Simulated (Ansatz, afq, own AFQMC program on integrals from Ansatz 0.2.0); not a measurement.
AFQMC on a folder of integrals that Ansatz 0.2.0 wrote.

```yaml
crystal:
  periodic: [false, false, false]
  atoms:
    - {symbol: Si, position_ang: [0.000000, 0.000000, 5.829622]}
    - {symbol: Al, position_ang: [0.000000, 0.000000, -2.115378]}
    - {symbol: H, position_ang: [0.000000, 0.000000, -3.714244]}
basis:
  gaussian: {orbitals: 6-31G}
magnetization: {spin_polarized: true, initial_magnetization: 2}
correlation: {method: ccsd_t, electrons: outside_noble_gas, hamiltonian_folder: ham}
```

```sh
$ ansatz run in.yaml --threads 1 --pin off --events-out ev --progress --plain --max-ram 24576MiB --backend cuda --devices 0, --max-vram 18GiB
```

afq runs on the folder ham with

```
--method free --trial cisd --walkers 200 --time-step 0.05 --max-blocks 120 --target-error 0.00136 --factor-cut 1e-06 --seed 8516 --times 0.0,0.4,0.8,1.6,2.4 --taylor-order 4
```

Times are imaginary, in 1/Eh. The walk had a cap of 60 s.

Log:

```
orbitals 18  electrons 5 3  factors 85 of 310
reference energy -531.25370129 Eh
CCSD correlation -0.06887712 Eh in 11 cycles, weight of the determinant in the CISD state 0.9097
repeat  energy at the last time / Eh  error
    10  -531.323175  0.000049
    20  -531.323188  0.000034
    30  -531.323174  0.000037
time / (1/Eh)  energy / Eh  error  mean overlap
  0.00  -531.322594  0.000035  1.0994
  0.40  -531.322850  0.000035  1.0980
  0.80  -531.323011  0.000031  1.0935
  1.60  -531.323122  0.000028  1.0924
  2.40  -531.323165  0.000037  1.0870
energy -531.323165 +/- 0.000037 Eh
```

The run passed its tests (error under three times the target), which doesn't prove that it has relaxed.

Against this walk (error 1.0 meV) on the same determinant: CCSD(T) 5.3 meV higher, CCSDT(Q) 0.3 meV lower (within the noise), CCSDTQ 0.8 meV lower (within the noise), full CI 0.8 meV lower (within the noise). The error is statistical, and a free projection of finite length keeps a remainder of its start. The last points still move (meV from the last: 15.6 ± 0.9 at 0.00, 8.6 ± 1.0 at 0.40, 4.2 ± 0.9 at 0.80, 1.2 ± 0.8 at 1.60, 0.0 ± 1.0 at 2.40), but the last one has reached full CI within the noise or passed it, so little can be left to fall.

Cautions: remainder of the start not in the error; lower spins were not checked; the determinant is a saddle point among determinants of its kind; the time-step error isn't removed.

The walk took 3 s on 1 × NVIDIA H100 80GB HBM3 with 2 threads of AMD EPYC 7R13 Processor (Zen 3) (shared host) (the card was shared). The log's last line is the free-projection energy.

CCSDT and higher add their correlation energy to the determinant of the CCSD(T) run, since their own runs factorise the integrals more tightly (a shift of under 2 meV). A walk keeps the symmetry of its determinant, which the program's search chose and which needn't be the lowest solution, so a lower state of the same spin and another symmetry isn't excluded.
